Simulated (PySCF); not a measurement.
# BH2 (boron dihydride): a first try and a second

Wanted: the excited states of BH2 (boron dihydride), ADC(2)/def2-mTZVP (root kind ee).

The calculation is run with PySCF 2.14.0.

5 further runs of the same task are left out: 5 set aside as unsound or not needed.

## (1) The structure to begin with

BH2: 3 atoms, total charge 0, spin state doublet. SMILES: `[BH2]`. The shape is that of a GFN2-xTB optimisation.

Bond lengths: B1–H2 1.159 Å, B1–H3 1.159 Å. Angles: H2–B1–H3 128.4°.

## (2) First attempt

mol.xyz

```xyz
3
BH2
B      0.262840    -0.166230     0.128640
H      0.280020     0.985320     0.260980
H     -0.542860    -0.819090    -0.389630
```

job.py

```python
# [BH2]
from pyscf import gto, scf, adc

system = gto.M(
    atom='mol.xyz',
    verbose=3,
    max_memory=1860,
    basis='def2-mtzvpq',
    spin=1,
)

mf = scf.UHF(system)
mf.kernel()
if not mf.converged:
    mf = mf.newton().run(mf.mo_coeff, mf.mo_occ)

myadc = adc.ADC(mf, frozen=(1, 1))
myadc.method = 'adc(2)'

myadc.method_type = 'ee'
e, vec, osc, x = myadc.kernel(nroots=4)

roots = e * 27.211386
print('root  energy (eV)  strength')
for i, (w, f) in enumerate(zip(roots, osc), 1):
    print('%3d %10.4f %10.5f' % (i, w, f))
```

Command:

```bash
$ OMP_NUM_THREADS=1 python job.py
```

The program printed:

```text
pyscf.lib.exceptions.BasisNotFoundError: def2-mtzvpq
```

Run time: 0.64 s. Hardware: 1 thread of Arm Neoverse V1, shared host; peak memory 0.11 GiB.

## (3) Reading the log

The input was rejected.

The telling line is `pyscf.lib.exceptions.BasisNotFoundError: def2-mtzvpq`. The cause is that the input text is malformed or holds a word that the program doesn't know.

## (4) The mended input

input.xyz

```xyz
3
BH2
B      0.262840    -0.166230     0.128640
H      0.280020     0.985320     0.260980
H     -0.542860    -0.819090    -0.389630
```

calc.py

```python
# [BH2]
from pyscf import gto, scf, adc

mol = gto.M(
    atom='input.xyz',
    basis='def2-mtzvp',
    max_memory=1860,
    spin=1,
    verbose=4,
    charge=0,
)

hf = scf.UHF(mol)
hf.kernel()
if not hf.converged:
    hf = hf.newton().run(hf.mo_coeff, hf.mo_occ)

myadc = adc.ADC(hf, frozen=(1, 1))
myadc.method = 'adc(2)'

myadc.method_type = 'ee'
e, vec, osc, x = myadc.kernel(nroots=4)

roots = e * 27.211386
print('root  energy (eV)  strength')
for i, (w, f) in enumerate(zip(roots, osc), 1):
    print('%3d %10.4f %10.5f' % (i, w, f))
```

Command:

```bash
$ OMP_NUM_THREADS=1 python calc.py
```

The program printed:

```text
PySCF version 2.14.0

[INPUT] num. atoms = 3
[INPUT] num. electrons = 7
[INPUT] charge = 0
[INPUT] spin (= nelec alpha-beta = 2S) = 1
[INPUT] symmetry False subgroup None
[INPUT] Mole.unit = angstrom
[INPUT] Symbol           X                Y                Z      unit          X                Y                Z       unit  Magmom
[INPUT]  1 B      0.262840000000  -0.166230000000   0.128640000000 AA    0.496695614581  -0.314129173686   0.243094368664 Bohr   0.0
[INPUT]  2 H      0.280020000000   0.985320000000   0.260980000000 AA    0.529161109401   1.861984945056   0.493180723989 Bohr   0.0
[INPUT]  3 H     -0.542860000000  -0.819090000000  -0.389630000000 AA   -1.025856723981  -1.547855771370  -0.736293989914 Bohr   0.0

nuclear repulsion = 4.81824384906663
number of shells = 15
number of NR pGTOs = 44
number of NR cGTOs = 25
basis = def2-mtzvp
ecp = {}

[... 61 lines left out ...]
converged SCF energy = -25.7556625022248  <S^2> = 0.75225822  2S+1 = 2.0022569
[... 15 lines left out ...]
******** <class 'pyscf.adc.uadc_ee.UADCEE'> ********
max_space = 200
max_cycle = 50
conv_tol = 1e-08
tol_residual = 1e-05

*************************************************************
                   ADC calculation summary
*************************************************************
adc(2) root 0  |  Energy (Eh) =   0.0481652340  |  Energy (eV) =   1.31064278  |  Osc. strength = 0.00356006  |  conv = True
adc(2) root 1  |  Energy (Eh) =   0.2243163610  |  Energy (eV) =   6.10395909  |  Osc. strength = 0.00000000  |  conv = True
adc(2) root 2  |  Energy (Eh) =   0.2518653726  |  Energy (eV) =   6.85360588  |  Osc. strength = 0.00000000  |  conv = True
adc(2) root 3  |  Energy (Eh) =   0.2534659281  |  Energy (eV) =   6.89715921  |  Osc. strength = 0.11049173  |  conv = True
root  energy (eV)  strength
  1     1.3106    0.00356
  2     6.1040    0.00000
  3     6.8536    0.00000
  4     6.8972    0.11049
```

It took 0.93 s on 1 thread of Arm Neoverse V1, shared host; peak memory 0.12 GiB.

The roots found:

```
excited state  energy (eV)  strength
            1        1.311    0.0036
            2        6.104    0.0000
            3        6.854    0.0000
            4        6.897    0.1105
```

## (5) Outcome

Level: ADC(2)/def2-mTZVP (root kind ee).

| quantity | value |
| --- | --- |
| dipole moment (Hartree–Fock density) | 0.42 D |
| HOMO energy (Hartree–Fock orbitals) (highest over α and β) | -9.44 eV |
| LUMO energy (Hartree–Fock orbitals) (lowest over α and β) | 1.16 eV |
| correlation energy (1 core orbital frozen) | -55.4 mEh |
| ⟨S²⟩ of the reference determinant | 0.752 |
| lowest excitation energy | 1.31 eV |

**Reading.** The brightest of the 4 transitions from the ground state lies at 6.90 eV (180 nm, f = 0.110); the lowest, at 1.31 eV, has f = 0.004.
